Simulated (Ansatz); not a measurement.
What a trial cell of NbSb3 relaxes into

The calculation used DFT PBE, scalar-relativistic, plane waves, PAW in Ansatz 0.2.0. Cutoff 420 eV, Γ-centred k mesh, Gaussian smearing, no spin polarisation in the final step.

NbSb3 was placed on the Cu3Au (L1_2) structure type (Pm-3m, No. 221), with Nb in place of Au, Sb in place of Cu, at a guessed volume.

```
CELL_PARAMETERS angstrom
4.59798 0.00000 0.00000
0.00000 4.59798 0.00000
0.00000 0.00000 4.59798
ATOMIC_POSITIONS crystal
Nb 0.00000 0.00000 0.00000
Sb 0.00000 0.50000 0.50000
Sb 0.50000 0.00000 0.50000
Sb 0.50000 0.50000 0.00000
```

Cell and atoms relax at zero pressure; the relaxation can't lower the symmetry of the start.

Energies over the elements count from the elements' standard structures at the same level, with no empirical corrections.

Q: Which crystal results?

A: It keeps Pm-3m (No. 221). The result has the Cu3Au (L1_2) structure. Conventional cell: a = 4.583 Å. Nb has 12 Sb at 3.24 Å; around Sb lie 4 Nb at 3.24 Å and 8 Sb at 3.24 Å.

```cif
data_structure
_symmetry_space_group_name_H-M 'Pm-3m'
_symmetry_Int_Tables_number 221
_cell_length_a 4.5830
_cell_length_b 4.5830
_cell_length_c 4.5830
_cell_angle_alpha 90.000
_cell_angle_beta 90.000
_cell_angle_gamma 90.000
_cell_volume 96.26
loop_
_atom_site_label
_atom_site_type_symbol
_atom_site_symmetry_multiplicity
_atom_site_Wyckoff_symbol
_atom_site_fract_x
_atom_site_fract_y
_atom_site_fract_z
_atom_site_occupancy
Nb1 Nb 1 a 0.00000 0.00000 0.00000 1
Sb1 Sb 3 c 0.00000 0.50000 0.50000 1
```

Q: What are its volume, energy, density and gap?

A: The volume per atom is 24.06 Å³, the density is 7.90 g/cm³ and the energy over the elements is 0.53 eV/atom. The gap on the 10×10×10 mesh is 0 eV (a metal).

The final run used a 10×10×10 mesh on its 4-atom cell and 0.10 eV smearing. For metals, differences of a few meV/atom aren't resolved. Spin–orbit coupling is left out. A structure relaxed within its symmetry needn't be a true minimum.

Cost: 2 runs of about 0.72 core-minutes in all, on Arm Neoverse V1 (shared hosts).